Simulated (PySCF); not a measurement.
**methylsulfanylsilane (CH₆SSi): geometry, coupled-cluster ionisations**

The runs use PySCF 2.14.0, with density-fitted response routines of our own; the level of theory stands in each step. All values are computed, except where a source is named. Atoms count from 0, in the outputs and in this text.

### 1 Starting geometry

9 atoms, charge 0, multiplicity 1; geometry from: GFN2-xTB.

Bonds of the start (Å): C0–S1 1.82, S1–Si2 2.14, C0–H3 1.09, C0–H4 1.08, C0–H5 1.09, Si2–H6 1.46, Si2–H7 1.45, Si2–H8 1.46.

### 2 Geometry optimisation at PBE0-D3(BJ)/def2-SVP

The job: settings as JSON, then the geometry in Å.

```
{"job": {"xc": "PBE0", "basis": "def2-SVP", "d3": "d3bj", "grid": 1, "kind": "geom"}, "charge": 0, "multiplicity": 1}
C      1.432127     0.391009     0.392588
S      0.334570     0.625711    -1.041927
Si    -1.423213    -0.372165    -0.336455
H      1.584583    -0.669692     0.566380
H      2.375757     0.866958     0.147945
H      0.994408     0.859951     1.268505
H     -1.068920    -1.759528    -0.052368
H     -2.360839    -0.228200    -1.432420
H     -1.854910     0.291951     0.889812
```

Started as:

```bash
$ OMP_NUM_THREADS=1 python probes_run.py task.json out
```

One launch serves the whole session: the jobs run in the order shown.

**Question.** How long does this first job take on 1 thread of AMD EPYC, shared host, and how much memory does it need?

About 20 s, with a peak of 0.34 GiB.
